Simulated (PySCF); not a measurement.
Lewis adducts of Ga(H)3. All species are isolated molecules in the gas phase. One relaxed conformer stands for each flexible species; it need not be the lowest. Strings in code marks are SMILES.

Quantity: vertical ionisation energy (energy after one electron is removed minus that of the parent at the parent's geometry), in eV.

A: `CC#N`
B: [Ga(H)3(NH3)]
C: [Ga(H)3(NCH)]
D: [Ga(H)3(CH3OH)]
E: `CSC`

Question: Order them by vertical ionisation energy (energy after one electron is removed minus that of the parent at the parent's geometry) (lowest first) at the level PBE0-D3(BJ)/def2-TZVP // PBE0-D3(BJ)/def2-SVP (PySCF).

Answer: E (8.55 eV), B (9.83 eV), C (9.89 eV), D (9.94 eV), A (12.14 eV)
